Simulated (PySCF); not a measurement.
**Li₂+: from the state search to spectroscopic constants**

What are the lowest state that PBE0 finds, the bond length, vibrational wavenumber and bond energy of Li₂+, and how much do these hang on the method?

Method: Li STO-3G, no relativity; program: PySCF 2.14.0.

### 1 The job

A driver script around PySCF takes these settings:

```yaml
atoms: Li, Li
charge: 1
basis: Li STO-3G
Hamiltonian: no relativity
basis_functions: 10
electrons_treated: 5
masses_in_u: 7.0160, 7.0160
levels: PBE0, PBE, r²SCAN, TPSS, LDA, BLYP, LC-ωPBE, HF, MP2, SCS-MP2, CCSD, CCSD(T)
grid: 80 radial by 434 angular points
occupations: held fixed by the projection of orbital angular momentum
dissociation_limit: Li+ + Li, each in its ground configuration
starting_distance_in_angstrom: 2.670
values_of_2S_to_try: 1, 3
```

Started as:

```bash
$ OMP_NUM_THREADS=1 python dia.py task.json out
```

The job searches for the state first and then visits each distance with every level. Its results follow level by level.

### 2 State search with unrestricted PBE0

Unrestricted PBE0 solutions at 2.670 Å, counted from the lowest. The search isn't exhaustive.

| 2Ms+1 | unpaired | term | E (eV) | ⟨S²⟩ | ⟨Lz²⟩ |
| --- | --- | --- | --- | --- | --- |
| 2 | σ ↑ | ²Σ⁺ | 0.00 | 0.75 | 0.00 |
| 2 | π ↑ | ²Π | 2.87 | 0.75 | 1.00 |

2 of 4 solutions are listed, lowest first.

A term symbol stands only where ⟨S²⟩ and ⟨Lz²⟩ are near those of a pure state; g and u labels are left off.

The most promising solutions are followed along the bond (rough minima from three points):

| 2Ms+1 | unpaired | R at minimum (Å) | energy at minimum (eV) |
| --- | --- | --- | --- |
| 2 | σ ↑ | 3.04 | 0.00 |

The search made 4 SCF attempts at the starting distance; with the short scans it took 0.69 s of wall time (1 thread of Arm Neoverse V2, shared host).

### 3 PBE0 along the bond

State followed: ²Σg⁺ (doublet), unpaired electrons σ ↑. The scan is laid around 3.042 Å.

Log of the SCF at 3.042 Å:

```text
******** <class 'pyscf.dft.uks_symm.SymAdaptedUKS'> ********
method = SymAdaptedUKS
initial guess = minao
damping factor = 0
level_shift factor = 0
DIIS = <class 'pyscf.scf.diis.CDIIS'>
diis_start_cycle = 1
diis_space = 10
diis_damp = 0
SCF conv_tol = 1e-09
SCF conv_tol_grad = None
SCF max_cycles = 60
direct_scf = False
max_memory 909 MB (current use 218 MB)
number electrons alpha = 3  beta = 2
XC library pyscf.dft.libxc version 7.0.0
    S. Lehtola, C. Steigemann, M. J.T. Oliveira, and M. A.L. Marques.,  SoftwareX 7, 1–5 (2018)
XC functionals = PBE0
    C. Adamo and V. Barone.,  J. Chem. Phys. 110, 6158 (1999)
    M. Ernzerhof and G. E. Scuseria.,  J. Chem. Phys. 110, 5029 (1999)
small_rho_cutoff = 0
Overwritten attributes  get_j get_k get_hcore get_occ get_jk  of <class 'pyscf.dft.uks_symm.SymAdaptedUKS'>
<class 'pyscf.dft.uks_symm.SymAdaptedUKS'> does not have attributes  refdm
Set gradient conv threshold to 3.16228e-05
init E= -14.563643839354
cycle= 1 E= -14.5607774710646  delta_E= 0.00287  |g|= 0.000472  |ddm|= 0.01
cycle= 2 E= -14.5607783692463  delta_E= -8.98e-07  |g|= 0.000101  |ddm|= 0.0023
cycle= 3 E= -14.5607784383092  delta_E= -6.91e-08  |g|= 2.05e-05  |ddm|= 0.000714
cycle= 4 E= -14.560778440988  delta_E= -2.68e-09  |g|= 1.6e-07  |ddm|= 0.00017
cycle= 5 E= -14.5607784409881  delta_E= -6.75e-14  |g|= 2.29e-09  |ddm|= 8.01e-07
Extra cycle  E= -14.5607784409881  delta_E= -3.55e-15  |g|= 1.98e-10  |ddm|= 3.94e-09
converged SCF energy = -14.5607784409881  <S^2> = 0.75000089  2S+1 = 2.0000009
```

Points of the scan, energies from the lowest:

| R (Å) | E (eV) | Mayer bond order | ⟨S²⟩ | HOMO (eV) | LUMO (eV) |
| --- | --- | --- | --- | --- | --- |
| 2.6161 | 0.1279 | 0.49 | 0.75 | -9.65 | -6.04 |
| 2.7378 | 0.0603 | 0.49 | 0.75 | -9.52 | -5.93 |
| 2.8595 | 0.0201 | 0.49 | 0.75 | -9.37 | -5.82 |
| 2.9507 | 0.0048 | 0.49 | 0.75 | -9.27 | -5.74 |
| 3.0420 | 0.0000 | 0.50 | 0.75 | -9.16 | -5.66 |
| 3.1333 | 0.0041 | 0.50 | 0.75 | -9.05 | -5.59 |
| 3.2549 | 0.0211 | 0.50 | 0.75 | -8.90 | -5.50 |
| 3.4070 | 0.0567 | 0.50 | 0.75 | -8.73 | -5.38 |
| 3.5896 | 0.1146 | 0.50 | 0.75 | -8.52 | -5.26 |
| 3.8329 | 0.2073 | 0.50 | 0.75 | -8.26 | -5.19 |

The fit gives Re = 3.043 Å, ωe = 287.7 cm⁻¹, ωexe = 1.83 cm⁻¹, αe = 0.00505 cm⁻¹, Be = 0.5191 cm⁻¹, De = 1.53 eV.

Orbitals nearest the gap at 3.042 Å:

| spin | orbital | ε (eV) | filled | made of |
| --- | --- | --- | --- | --- |
| α | σg | -9.16 | yes | s 71 %, p 29 % |
| β | σg | -5.66 | no | s 88 %, p 12 % |
| α | σu | -4.90 | no | s 85 %, p 15 % |
| α | πu | -4.54 | no | p 100 % |
| β | σu | -4.06 | no | s 76 %, p 24 % |

Polarisability there: 50.3 bohr³ along the bond, 47.8 across it. Without diffuse functions these come out too small, above all across the bond.

### 4 Orbitals, density and potential

Orbitals, density, ELF and potential are computed afterwards from the orbital file.

Frontier orbitals at PBE0 (alpha spin), with the share of their density that lies nearest to each atom:

| orbital | energy (eV) | lies on |
| --- | --- | --- |
| HOMO-1 | -59.48 | Li1, Li2 about 50 % each |
| HOMO | -9.16 | Li1, Li2 about 50 % each |
| LUMO | -4.90 | Li1, Li2 about 50 % each |

ELF in a plane through or near 2 of the atoms.

Ten even steps from ' ' (0.00) to '@' (1.00):
```
                  ..::--========--::..                  
              ..--++##%%%%%%%%%%%%##++--..              
              ==##@@@@@@@@@@@@@@@@@@@@##==              
            ..##@@@@@@@@@@@@@@@@@@@@@@@@##..            
            ::%%@@@@@@@@@@@@@@@@@@@@@@@@%%::            
            ::==++%%@@@@@@@@@@@@@@@@%%++==::            
                  ..++@@@@@@@@@@@@++..                  
              ..::....**@@@@@@@@**....::..              
            ..@@@@@@::--@@@@@@@@--::@@@@@@..            
            **@@@@@@++::@@@@@@@@::**@@@@@@**            
            **@@@@@@++::@@@@@@@@::**@@@@@@**            
            ..@@@@@@::--@@@@@@@@--::@@@@@@..            
              ..--....**@@@@@@@@**....--..              
                  ..++@@@@@@@@@@@@++..                  
            ::==++%%@@@@@@@@@@@@@@@@%%++==::            
            ::%%@@@@@@@@@@@@@@@@@@@@@@@@%%::            
            ..##@@@@@@@@@@@@@@@@@@@@@@@@##..            
              ==##@@@@@@@@@@@@@@@@@@@@##==              
              ..--++##%%%%%%%%%%%%##++--..              
                  ..::--========--::..                  
```
The map spans 8.2 Å across and 5.2 Å up, centred on the molecule. Atoms in the plane (x, y in Å): Li1 (-1.5, 0.0), Li2 (1.5, 0.0).

On the surface of density 0.002 e/bohr³ the electrostatic potential runs, from the 1st to the 99th percentile, from 5.15 to 13.87 V.

The spin density lies nearest to Li1, Li2 about 50 % each.

### 5 PBE (GGA)

Log of the SCF at 3.042 Å:

```text
[... 13 set-up lines left out, the same as in an earlier log ...]
max_memory 909 MB (current use 230 MB)
[... 3 set-up lines left out, the same as in an earlier log ...]
XC functionals = PBE
    J. P. Perdew, K. Burke, and M. Ernzerhof.,  Phys. Rev. Lett. 77, 3865 (1996)
    J. P. Perdew, K. Burke, and M. Ernzerhof.,  Phys. Rev. Lett. 78, 1396 (1997)
    J. P. Perdew, K. Burke, and M. Ernzerhof.,  Phys. Rev. Lett. 77, 3865 (1996)
    J. P. Perdew, K. Burke, and M. Ernzerhof.,  Phys. Rev. Lett. 78, 1396 (1997)
[... 2 set-up lines left out, the same as in an earlier log ...]
init E= -14.5450015312867
cycle= 1 E= -14.5451544874969  delta_E= -0.000153  |g|= 0.000699  |ddm|= 0.0217
cycle= 2 E= -14.5451548590615  delta_E= -3.72e-07  |g|= 4.15e-05  |ddm|= 0.00142
cycle= 3 E= -14.5451548600886  delta_E= -1.03e-09  |g|= 1.4e-06  |ddm|= 5.97e-05
cycle= 4 E= -14.5451548600927  delta_E= -4.09e-12  |g|= 6.74e-09  |ddm|= 6.28e-06
Extra cycle  E= -14.5451548600927  delta_E=    0  |g|= 2.3e-10  |ddm|= 1.35e-08
converged SCF energy = -14.5451548600927  <S^2> = 0.75000413  2S+1 = 2.0000041
```

Re = 3.058 Å, ωe = 274.9 cm⁻¹, ωexe = 2.15 cm⁻¹, αe = 0.00594 cm⁻¹, Be = 0.5137 cm⁻¹, De = 1.54 eV.

### 6 r²SCAN

Output of the SCF at 3.042 Å:

```text
[... 17 set-up lines left out, the same as in an earlier log ...]
XC functionals = R2SCAN
    J. W. Furness, A. D. Kaplan, J. Ning, J. P. Perdew, and J. Sun.,  J. Phys. Chem. Lett. 11, 8208-8215 (2020)
    J. W. Furness, A. D. Kaplan, J. Ning, J. P. Perdew, and J. Sun.,  J. Phys. Chem. Lett. 11, 9248-9248 (2020)
    J. W. Furness, A. D. Kaplan, J. Ning, J. P. Perdew, and J. Sun.,  J. Phys. Chem. Lett. 11, 8208-8215 (2020)
    J. W. Furness, A. D. Kaplan, J. Ning, J. P. Perdew, and J. Sun.,  J. Phys. Chem. Lett. 11, 9248-9248 (2020)
[... 2 set-up lines left out, the same as in an earlier log ...]
init E= -14.5913879530953
cycle= 1 E= -14.591449107654  delta_E= -6.12e-05  |g|= 0.000756  |ddm|= 0.0178
cycle= 2 E= -14.5914526169417  delta_E= -3.51e-06  |g|= 0.00019  |ddm|= 0.00464
cycle= 3 E= -14.5914528427725  delta_E= -2.26e-07  |g|= 3.08e-06  |ddm|= 0.00151
cycle= 4 E= -14.5914528427794  delta_E= -6.8e-12  |g|= 1.63e-07  |ddm|= 5.45e-06
Extra cycle  E= -14.5914528427794  delta_E= -3.2e-14  |g|= 1.89e-08  |ddm|= 1.53e-07
converged SCF energy = -14.5914528427794  <S^2> = 0.75000407  2S+1 = 2.0000041
```

Re = 3.036 Å, ωe = 290.3 cm⁻¹, ωexe = 1.92 cm⁻¹, αe = 0.00523 cm⁻¹, Be = 0.5215 cm⁻¹, De = 1.51 eV.

### 7 TPSS

Output of the SCF at 3.042 Å:

```text
[... 17 set-up lines left out, the same as in an earlier log ...]
XC functionals = TPSS
    J. Tao, J. P. Perdew, V. N. Staroverov, and G. E. Scuseria.,  Phys. Rev. Lett. 91, 146401 (2003)
    J. P. Perdew, J. Tao, V. N. Staroverov, and G. E. Scuseria.,  J. Chem. Phys. 120, 6898 (2004)
    J. Tao, J. P. Perdew, V. N. Staroverov, and G. E. Scuseria.,  Phys. Rev. Lett. 91, 146401 (2003)
    J. P. Perdew, J. Tao, V. N. Staroverov, and G. E. Scuseria.,  J. Chem. Phys. 120, 6898 (2004)
[... 2 set-up lines left out, the same as in an earlier log ...]
init E= -14.6126220579211
cycle= 1 E= -14.6126318782867  delta_E= -9.82e-06  |g|= 0.00017  |ddm|= 0.00644
cycle= 2 E= -14.6126318995799  delta_E= -2.13e-08  |g|= 2.18e-05  |ddm|= 0.000298
cycle= 3 E= -14.6126318998788  delta_E= -2.99e-10  |g|= 1.9e-06  |ddm|= 3.05e-05
Extra cycle  E= -14.6126318998808  delta_E= -1.98e-12  |g|= 6.55e-08  |ddm|= 1.66e-06
converged SCF energy = -14.6126318998808  <S^2> = 0.75000268  2S+1 = 2.0000027
```

Re = 3.052 Å, ωe = 281.5 cm⁻¹, ωexe = 2.05 cm⁻¹, αe = 0.00567 cm⁻¹, Be = 0.5160 cm⁻¹, De = 1.54 eV.

### 8 LDA

Log of the SCF at 3.042 Å:

```text
[... 13 set-up lines left out, the same as in an earlier log ...]
max_memory 909 MB (current use 231 MB)
[... 3 set-up lines left out, the same as in an earlier log ...]
XC functionals = LDA,VWN
    P. A. M. Dirac.,  Math. Proc. Cambridge Philos. Soc. 26, 376 (1930)
    F. Bloch.,  Z. Phys. 57, 545 (1929)
    S. H. Vosko, L. Wilk, and M. Nusair.,  Can. J. Phys. 58, 1200 (1980)
[... 2 set-up lines left out, the same as in an earlier log ...]
init E= -14.3146605415302
cycle= 1 E= -14.3153789701413  delta_E= -0.000718  |g|= 0.00192  |ddm|= 0.0427
cycle= 2 E= -14.3153812866335  delta_E= -2.32e-06  |g|= 0.000122  |ddm|= 0.00315
cycle= 3 E= -14.3153812949205  delta_E= -8.29e-09  |g|= 2.79e-06  |ddm|= 0.00015
cycle= 4 E= -14.3153812949474  delta_E= -2.69e-11  |g|= 2.73e-09  |ddm|= 1.7e-05
Extra cycle  E= -14.3153812949474  delta_E= -3.55e-15  |g|= 1.21e-10  |ddm|= 7.82e-09
converged SCF energy = -14.3153812949474  <S^2> = 0.75000799  2S+1 = 2.000008
```

Re = 3.049 Å, ωe = 279.0 cm⁻¹, ωexe = 2.02 cm⁻¹, αe = 0.00568 cm⁻¹, Be = 0.5168 cm⁻¹, De = 1.57 eV. 0.45 s of CPU time for 12 points, integrals apart.

### 9 BLYP

Log of the SCF at 3.042 Å:

```text
[... 17 set-up lines left out, the same as in an earlier log ...]
XC functionals = BLYP
    A. D. Becke.,  Phys. Rev. A 38, 3098 (1988)
    C. Lee, W. Yang, and R. G. Parr.,  Phys. Rev. B 37, 785 (1988)
    B. Miehlich, A. Savin, H. Stoll, and H. Preuss.,  Chem. Phys. Lett. 157, 200 (1989)
[... 2 set-up lines left out, the same as in an earlier log ...]
init E= -14.5832981925051
cycle= 1 E= -14.5835397445848  delta_E= -0.000242  |g|= 0.000871  |ddm|= 0.0338
cycle= 2 E= -14.5835405535297  delta_E= -8.09e-07  |g|= 6.24e-05  |ddm|= 0.0024
cycle= 3 E= -14.5835405564207  delta_E= -2.89e-09  |g|= 2.42e-06  |ddm|= 0.000119
cycle= 4 E= -14.5835405564386  delta_E= -1.79e-11  |g|= 2.55e-08  |ddm|= 1.4e-05
Extra cycle  E= -14.5835405564386  delta_E= 3.55e-15  |g|= 8.83e-10  |ddm|= 7.95e-08
converged SCF energy = -14.5835405564386  <S^2> = 0.75000274  2S+1 = 2.0000027
```

Re = 3.060 Å, ωe = 265.0 cm⁻¹, ωexe = 2.48 cm⁻¹, αe = 0.00688 cm⁻¹, Be = 0.5133 cm⁻¹, De = 1.51 eV.

### 10 LC-ωPBE

Log of the SCF at 3.042 Å:

```text
[... 17 set-up lines left out, the same as in an earlier log ...]
XC functionals = LC_WPBE
    O. A. Vydrov and G. E. Scuseria.,  J. Chem. Phys. 125, 234109 (2006)
[... 2 set-up lines left out, the same as in an earlier log ...]
init E= -14.5663416869296
cycle= 1 E= -14.5665297229008  delta_E= -0.000188  |g|= 0.00249  |ddm|= 0.0192
cycle= 2 E= -14.5665478960649  delta_E= -1.82e-05  |g|= 0.00108  |ddm|= 0.00714
cycle= 3 E= -14.5665543106997  delta_E= -6.41e-06  |g|= 0.000391  |ddm|= 0.00544
cycle= 4 E= -14.566555300559  delta_E= -9.9e-07  |g|= 6.61e-06  |ddm|= 0.00311
cycle= 5 E= -14.5665553006268  delta_E= -6.77e-11  |g|= 9.9e-08  |ddm|= 2.35e-05
Extra cycle  E= -14.5665553006268  delta_E= -1.42e-14  |g|= 1.96e-08  |ddm|= 1.36e-07
converged SCF energy = -14.5665553006268  <S^2> = 0.75000226  2S+1 = 2.0000023
```

Re = 3.007 Å, ωe = 313 cm⁻¹, ωexe = 1.23 cm⁻¹, αe = 0.00349 cm⁻¹, Be = 0.5313 cm⁻¹, De = 1.56 eV. 1.4 s of CPU time for 12 points, integrals apart.

### 11 UHF (mean field)

The SCF at the reference distance, 3.042 Å, printed:

```text
******** <class 'pyscf.scf.uhf_symm.SymAdaptedUHF'> ********
method = SymAdaptedUHF
[... 13 set-up lines left out, the same as in an earlier log ...]
Overwritten attributes  get_j get_k get_hcore get_occ get_jk  of <class 'pyscf.scf.uhf_symm.SymAdaptedUHF'>
<class 'pyscf.scf.uhf_symm.SymAdaptedUHF'> does not have attributes  refdm
[... 1 set-up line left out, the same as in an earlier log ...]
init E= -14.5053839693329
cycle= 1 E= -14.5061889403385  delta_E= -0.000805  |g|= 0.00513  |ddm|= 0.0352
cycle= 2 E= -14.5062069222255  delta_E= -1.8e-05  |g|= 0.000948  |ddm|= 0.00578
cycle= 3 E= -14.5062095982959  delta_E= -2.68e-06  |g|= 0.000352  |ddm|= 0.00292
cycle= 4 E= -14.506210401098  delta_E= -8.03e-07  |g|= 2.86e-05  |ddm|= 0.00263
cycle= 5 E= -14.506210405094  delta_E= -4e-09  |g|= 2.6e-07  |ddm|= 0.000196
cycle= 6 E= -14.5062104050941  delta_E= -1.35e-13  |g|= 1.11e-08  |ddm|= 1e-06
Extra cycle  E= -14.5062104050941  delta_E= -3.55e-15  |g|= 2.58e-09  |ddm|= 1.67e-08
converged SCF energy = -14.5062104050941  <S^2> = 0.75000413  2S+1 = 2.0000041
```

Re = 3.035 Å, ωe = 313 cm⁻¹, ωexe = 1.33 cm⁻¹, αe = 0.00348 cm⁻¹, Be = 0.5219 cm⁻¹, De = 1.50 eV. 0.086 s of CPU time for 12 points, integrals apart.

### 12 Adding correlation

Reference: UHF; core orbitals frozen: none.

Log of the coupled-cluster run at 3.042 Å:

```text
******** <class 'pyscf.cc.uccsd.UCCSD'> ********
CC2 = 0
CCSD nocc = (np.int64(3), np.int64(2)), nmo = (10, 10)
frozen orbitals [[], []]
max_cycle = 80
direct = 0
conv_tol = 1e-07
conv_tol_normt = 1e-05
diis_space = 8
diis_start_cycle = 0
diis_start_energy_diff = 1e+09
max_memory 909 MB (current use 232 MB)
Init t2, MP2 energy = -0.000606758366255306
Init E_corr(UCCSD) = -0.000606758366255322
cycle = 1  E_corr(UCCSD) = -0.000598585383051779  dE = 8.1729832e-06  norm(t1,t2) = 0.00209542
cycle = 2  E_corr(UCCSD) = -0.000613046379840156  dE = -1.44609968e-05  norm(t1,t2) = 0.000441736
cycle = 3  E_corr(UCCSD) = -0.000614738524982467  dE = -1.69214514e-06  norm(t1,t2) = 0.000142274
cycle = 4  E_corr(UCCSD) = -0.000615245469289831  dE = -5.06944307e-07  norm(t1,t2) = 5.19538e-05
cycle = 5  E_corr(UCCSD) = -0.000615060706387389  dE = 1.84762902e-07  norm(t1,t2) = 2.00848e-05
cycle = 6  E_corr(UCCSD) = -0.000615061868838009  dE = -1.16245062e-09  norm(t1,t2) = 8.18665e-07
UCCSD converged
E(UCCSD) = -14.50682546696298  E_corr = -0.000615061868838009
UCCSD(T) correction = -1.03561760870783e-06
```

Correlation energy (eV) along the bond:

| R (Å) | MP2 | SCS-MP2 | CCSD | CCSD(T) | T1 |
| --- | --- | --- | --- | --- | --- |
| 2.616 | -0.018 | -0.021 | n/a | n/a | n/a |
| 2.738 | -0.018 | -0.021 | -0.018 | -0.018 | 0.000 |
| 2.860 | -0.017 | -0.020 | -0.017 | -0.017 | 0.000 |
| 2.951 | -0.017 | -0.020 | -0.017 | -0.017 | 0.000 |
| 3.042 | -0.017 | -0.020 | -0.017 | -0.017 | 0.000 |
| 3.133 | -0.016 | -0.019 | -0.016 | -0.016 | 0.000 |
| 3.255 | -0.016 | -0.019 | -0.016 | -0.016 | 0.000 |
| 3.407 | -0.015 | -0.018 | -0.016 | -0.016 | 0.000 |
| 3.590 | -0.015 | -0.018 | -0.015 | -0.015 | 0.000 |
| 3.833 | -0.015 | -0.017 | n/a | n/a | n/a |

UHF-MP2: Re = 3.032 Å, ωe = 314 cm⁻¹, ωexe = 1.34 cm⁻¹, αe = 0.00350 cm⁻¹, Be = 0.5228 cm⁻¹, De = 1.51 eV.

UHF-SCS-MP2: Re = 3.031 Å, ωe = 314 cm⁻¹, ωexe = 1.34 cm⁻¹, αe = 0.00351 cm⁻¹, Be = 0.5229 cm⁻¹, De = 1.51 eV.

UHF-CCSD: Re = 3.032 Å, ωe = 314 cm⁻¹, ωexe = 1.33 cm⁻¹, αe = 0.00347 cm⁻¹, Be = 0.5228 cm⁻¹, De = 1.51 eV.

UHF-CCSD(T): Re = 3.032 Å, ωe = 314 cm⁻¹, ωexe = 1.33 cm⁻¹, αe = 0.00347 cm⁻¹, Be = 0.5228 cm⁻¹, De = 1.51 eV.

### 13 All curves

Energy (eV) from each level's lowest point:

| R (Å) | UHF | UHF-MP2 | UHF-SCS-MP2 | UHF-CCSD | UHF-CCSD(T) | LDA | PBE | BLYP | TPSS | r²SCAN | PBE0 | LC-ωPBE |
| --- | --- | --- | --- | --- | --- | --- | --- | --- | --- | --- | --- | --- |
| 2.616 | 0.141 | 0.139 | 0.139 | n/a | n/a | 0.126 | 0.129 | 0.122 | 0.130 | 0.126 | 0.128 | 0.121 |
| 2.738 | 0.066 | 0.065 | 0.065 | 0.065 | 0.065 | 0.060 | 0.062 | 0.059 | 0.062 | 0.058 | 0.060 | 0.053 |
| 2.860 | 0.021 | 0.021 | 0.021 | 0.021 | 0.021 | 0.021 | 0.022 | 0.021 | 0.021 | 0.019 | 0.020 | 0.014 |
| 2.951 | 0.005 | 0.004 | 0.004 | 0.004 | 0.004 | 0.005 | 0.006 | 0.006 | 0.006 | 0.004 | 0.005 | 0.001 |
| 3.042 | 0.000 | 0.000 | 0.000 | 0.000 | 0.000 | 0.000 | 0.000 | 0.000 | 0.000 | 0.000 | 0.000 | 0.000 |
| 3.133 | 0.006 | 0.006 | 0.006 | 0.006 | 0.006 | 0.003 | 0.002 | 0.002 | 0.003 | 0.005 | 0.004 | 0.009 |
| 3.255 | 0.027 | 0.028 | 0.028 | 0.028 | 0.028 | 0.019 | 0.016 | 0.015 | 0.018 | 0.023 | 0.021 | 0.033 |
| 3.407 | 0.072 | 0.073 | 0.073 | 0.073 | 0.073 | 0.051 | 0.047 | 0.043 | 0.051 | 0.059 | 0.057 | 0.081 |
| 3.590 | 0.145 | 0.147 | 0.147 | 0.147 | 0.147 | 0.104 | 0.097 | 0.088 | 0.105 | 0.118 | 0.115 | 0.158 |
| 3.833 | 0.266 | 0.267 | 0.268 | n/a | n/a | 0.188 | 0.177 | 0.159 | 0.191 | 0.212 | 0.207 | 0.282 |

The whole job (state search and all levels along the bond) took 0.14 min on 1 thread of Arm Neoverse V2 (shared host), peak memory 0.25 GiB.

### 14 Results

Lowest PBE0 solution found, without spin–orbit coupling: ²Σg⁺ (doublet), unpaired electrons σ ↑.

| level | Re (Å) | ωe (cm⁻¹) | De (eV) |
| --- | --- | --- | --- |
| UHF | 3.035 | 313 | 1.50 |
| UHF-MP2 | 3.032 | 314 | 1.51 |
| UHF-SCS-MP2 | 3.031 | 314 | 1.51 |
| UHF-CCSD | 3.032 | 314 | 1.51 |
| UHF-CCSD(T) | 3.032 | 314 | 1.51 |
| LDA | 3.049 | 279.0 | 1.57 |
| PBE | 3.058 | 274.9 | 1.54 |
| BLYP | 3.060 | 265.0 | 1.51 |
| TPSS | 3.052 | 281.5 | 1.54 |
| r²SCAN | 3.036 | 290.3 | 1.51 |
| PBE0 | 3.043 | 287.7 | 1.53 |
| LC-ωPBE | 3.007 | 313 | 1.56 |

De is counted to Li+ + Li in their ground configurations.

Differences from CCSD(T) in the same basis:

| level | Re (mÅ) | ωe (%) |
| --- | --- | --- |
| UHF | +3 | -0.1 |
| UHF-MP2 | 0 | 0.0 |
| UHF-SCS-MP2 | 0 | 0.0 |
| UHF-CCSD | 0 | 0.0 |
| LDA | +18 | -11.1 |
| PBE | +27 | -12.4 |
| BLYP | +28 | -15.5 |
| TPSS | +20 | -10.3 |
| r²SCAN | +4 | -7.5 |
| PBE0 | +11 | -8.3 |
| LC-ωPBE | -24 | -0.1 |

Time per point (s) on 1 thread of Arm Neoverse V2, shared host (CPU time, shared integrals of 0.0039 s apart; correlated levels include their reference; CCSD comes with the CCSD(T) run); the times are rough: UHF 0.01, UHF-MP2 0.01, UHF-SCS-MP2 0.01, LDA 0.037, PBE 0.061, BLYP 0.05, TPSS 0.11, r²SCAN 0.097, PBE0 0.12, LC-ωPBE 0.11; the reference 0.051.

The cheapest levels within 15 mÅ and 2.5 % of CCSD(T): UHF-MP2 (0.01 s), UHF-SCS-MP2 (0.01 s), UHF (0.01 s). The dearest run takes 0.12 s.

**Reading.** Against CCSD(T) in the same basis, the bond length is nearest at UHF-MP2 and UHF-SCS-MP2 and UHF-CCSD (0 mÅ) and farthest at BLYP (+28 mÅ); the wavenumber is nearest at UHF-MP2 and UHF-SCS-MP2 and UHF-CCSD (0.0 %) and farthest at BLYP (-15.5 %). PBE has the long and soft bond that GGAs tend to give. CCSD(T) in a basis this small is itself some way from its limit, more so than the functionals. Of the levels with a De here, UHF gives the least (1.50 eV) and LDA the most (1.57 eV).

The basis is very small, so these numbers show the basis as much as the molecule.
